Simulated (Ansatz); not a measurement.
```yaml
crystal:
  periodic: [false, false, false]
  atoms:
    - {symbol: Al, position_ang: [-0.970359, 0.472524, -0.974926]}
    - {symbol: Si, position_ang: [0.857321, -0.268299, 0.500679]}
    - {symbol: Cl, position_ang: [-0.190967, -1.439095, 1.968690]}
    - {symbol: H, position_ang: [-1.490662, -0.444019, -1.820492]}
    - {symbol: H, position_ang: [-1.894297, 1.644917, -0.262601]}
    - {symbol: H, position_ang: [1.374767, 0.879320, 1.551557]}
    - {symbol: H, position_ang: [2.054026, -1.109857, -0.216660]}
basis:
  gaussian: {orbitals: aug-cc-pVDZ, fitting: {mean_field: def2-universal-jkfit}}
magnetization: {spin_polarized: true, initial_magnetization: 10}
hamiltonian: {xc: {name: PBEsol}}
output: {forces: true}
```

```sh
$ ansatz run in.yaml --threads 2 --pin off --events-out ev --progress --plain --max-ram 4352MiB
```

Shortened log:

```
Functional definition: PBEsol
456 factors; integrals over basis functions are off by at most 4.2e-1 eV
mean field evaluation 1: about -26951.5749 eV, gradient 3.8e1 eV
mean field evaluation 2: about -26711.5426 eV, gradient 1.6e2 eV
mean field evaluation 4: about -26947.8077 eV, gradient 5.1e1 eV
mean field evaluation 8: about -26971.9921 eV, gradient 1.9e-1 eV
mean field evaluation 16: about -26971.9966 eV, gradient 1.6e-4 eV
mean field -26971.99663384 eV, -991.2025940178 hartree, gradient 3.4e-6 eV, S^2 30.003429; 10 other end points of the search recorded, 0 dependent functions left out
reference -26971.99671852 eV, -991.2025971295 hartree; 29, 19 occupied and 88, 98 virtual orbitals, 456 factors
Total energy: -26971.99671852 eV, -991.2025971295 hartree
Atom 0 at    -0.970359     0.472524    -0.974926 Å, force     3.754391     2.648169     2.420307 eV/Å
Atom 1 at     0.857321    -0.268299     0.500679 Å, force     0.014547     1.933812    -3.040853 eV/Å
Atom 2 at    -0.190967    -1.439095     1.968690 Å, force    -2.475044    -2.343357     3.310593 eV/Å
Atom 3 at    -1.490662    -0.444019    -1.820492 Å, force    -3.335490    -4.408652    -4.537634 eV/Å
Atom 4 at    -1.894297     1.644917    -0.262601 Å, force    -2.391549     2.207727     0.967839 eV/Å
Atom 5 at     1.374767     0.879320     1.551557 Å, force     0.984268     2.843102     3.231986 eV/Å
Atom 6 at     2.054026    -1.109857    -0.216660 Å, force     3.448877    -2.880802    -2.352238 eV/Å
Dipole moment:    -0.467004    -0.220968     0.264883 e Å
```

In this input the spin is set far too high for this molecule. Self-consistency was reached. The result belongs to that input, not to the molecule as meant.
